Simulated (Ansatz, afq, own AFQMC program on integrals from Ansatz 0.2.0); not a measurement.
# CH4Ge, singlet: AFQMC among the cluster methods

```tsv
atom	x (Å)	y (Å)	z (Å)
Ge	0.0000	-0.0285	0.3488
C	0.0000	0.0248	-1.6402
H	0.0000	1.5666	0.4808
H	0.0000	-0.9687	-2.0883
H	0.8762	0.5814	-1.9908
H	-0.8762	0.5814	-1.9908
```

Connectivity, by distances: GeH–CH3.

Basis cc-pVDZ. Noble-gas cores (and the filled d shells of Ga–Kr and In–Xe) are frozen. Integrals, coupled cluster, full CI and functionals: Ansatz 0.2.0; the random walks run on the same integrals in our own AFQMC program. The CISD trial takes its coefficients from CCSD amplitudes. Released means that phaseless walkers are propagated on without the constraint, phases kept. Free AFQMC starts from the CCSD state and is never constrained. Its projection time is finite, and what remains of the start isn't in its error. ± is one standard error of the sampling. No spin–orbit coupling.

Determinant: RHF, the one that the program's search chose, which needn't be the lowest solution. The geometry is a PBE0/def2-TZVP stationary point of this or a neighbouring charge and spin state.

No full CI on the walks' own integrals is used here; CCSDT(Q) serves as the reference and is uncertain by about the last step of the cluster series.

Cautions: no relativity below Rb; no spin-orbit coupling; inner d shell frozen; restricted determinant unstable towards unrestricted (UHF 30 meV lower, ⟨S²⟩ 0.24).

The T1 diagnostic is 0.0112, the weight of the determinant in the CISD state is 0.869 and the size of the correlated space is 12 electrons in 46 orbitals.

```csv
level,correlation energy (eV)
MP2,-6.2100
CCSD,-7.2303
CCSD(T),-7.4187
```

Q: Estimate where phaseless AFQMC with a CISD trial lies against CCSD(T) on the same integrals.

A: 23.0 ± 10.7 meV below CCSD(T).

Reference: CCSDT(Q), correlation energy -7.451 eV. The released energy is read at 1.50 1/Eh (meV from the phaseless value at times in 1/Eh: 2 ± 15 at 0.24, -4 ± 16 at 0.50, -21 ± 18 at 1.00, -25 ± 15 at 1.50).

```csv
level,E − E(reference) (meV),share of correlation (%)
CCSD(T),32.7,99.56
CCSDT,10.8,99.86
ph-AFQMC/HF,-129.7 ± 53.6,101.74
ph-AFQMC/CISD,9.7 ± 10.7,99.87
released AFQMC,-14.9 ± 15.2,100.20
free AFQMC,-7.0 ± 22.4,100.09
```

Free projections are given only where their last times agree within the noise and don't stop above the reference; a slow remainder of the start can still hide under it. A walk keeps the symmetry of its determinant, which the program's search chose and which needn't be the lowest solution, so a lower state of the same spin and another symmetry isn't excluded. Released energies are given only where the last usable release times agree within the noise; a slower fall can still hide under it.
